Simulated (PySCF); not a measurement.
**Which determinant of LiP⁺ lies lowest?**

Unrestricted PBE0; basis Li pcseg-2, P pcseg-2; no relativity; PySCF 2.14. Outer shells of the fragments: Li+ closed shells only; P 3s2 3p3.

Followed along the bond (rough minima from three points):

```csv
2Ms+1,unpaired,⟨S²⟩ at the start,R at minimum (Å),Te (eV)
4,"σ ↑, π ↑↑",3.75,2.64,0.00
2,"σ ↓, π ↑↑",1.77,2.70,0.65
2,"σ ↑, π ↑↓",1.76,2.67,0.68
2,π ↑,0.75,2.57,1.15
```

Solutions found at the starting distance of 2.450 Å, counted from the lowest of them; the search is not exhaustive and high or unbound solutions are not listed, so other states can lie among these:

```csv
2Ms+1,unpaired,term,E (eV),⟨S²⟩,⟨Lz²⟩,μ (D)
4,"σ ↑, π ↑↑",⁴Σ⁻,0.00,3.75,0.00,-7.30
2,"σ ↓, π ↑↑",mixed,0.68,1.77,0.00,-7.34
2,"σ ↑, π ↑↓",mixed,0.69,1.76,2.02,-7.30
2,π ↑,²Π,1.14,0.75,1.01,-7.03
2,σ ↑,mixed,1.93,0.75,2.00,-7.20
2,π ↑,²Π,2.74,0.75,1.01,-7.35
4,"σ ↑↑, π ↑",⁴Π,6.81,3.75,1.01,2.18
4,π ↑↑↑,⁴Π,8.52,3.76,1.00,2.05
```

A term symbol is given only where ⟨S²⟩ and ⟨Lz²⟩ are close to those of a pure state; real π, δ and φ orbitals otherwise mix terms. A positive dipole points towards P; it is taken about the centre of mass and depends on that origin.
